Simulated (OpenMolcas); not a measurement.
## How methods differ on SiNH3 (SMILES [N][SiH3])

SiNH3 has 5 atoms, charge 0, and is taken as a triplet. SMILES: `[N][SiH3]`. The shape is that of a GFN2-xTB optimisation.

```xyz
5

N    -1.5366    0.3343    0.4795
Si    0.0102   -0.0023   -0.0038
H     0.0649   -0.3132   -1.4454
H     0.5551   -1.1630    0.7272
H     0.9063    1.1442    0.2425
```

Quantity: the energy change with the N1–Si2 bond stretched from 1.655 to 3.310 Å, in eV. The values are calculated.

```csv
level,kind,program,value (eV),less FCI/STO-3G,CPU time (all runs)
UHF/STO-3G,Hartree–Fock,OpenMolcas,1.07,-0.54,3.6 s
U-r2SCAN/STO-3G,meta-GGA,OpenMolcas,2.55,+0.94,18 s
UM06-2X/STO-3G,hybrid meta-GGA,OpenMolcas,2.49,+0.88,20 s
FCI/STO-3G,exact in the basis,OpenMolcas,1.61,0.00,26 s
```

FCI/STO-3G is exact within its basis and frozen core, so for wave-function methods in that basis the difference is their error; functionals converge differently with the basis, so for them it is only a difference. The first shape isn't each level's own minimum. The values span 1.07 to 2.55 eV. Spin contamination of the reference (⟨S²⟩ at least 0.1 too high) touches UHF/STO-3G, U-r2SCAN/STO-3G, UM06-2X/STO-3G. All rows use very small basis sets, so even the best lies far from the true value. Times are those of the runs behind each value, whatever else they computed, on shared processors of several kinds: orders of magnitude only.
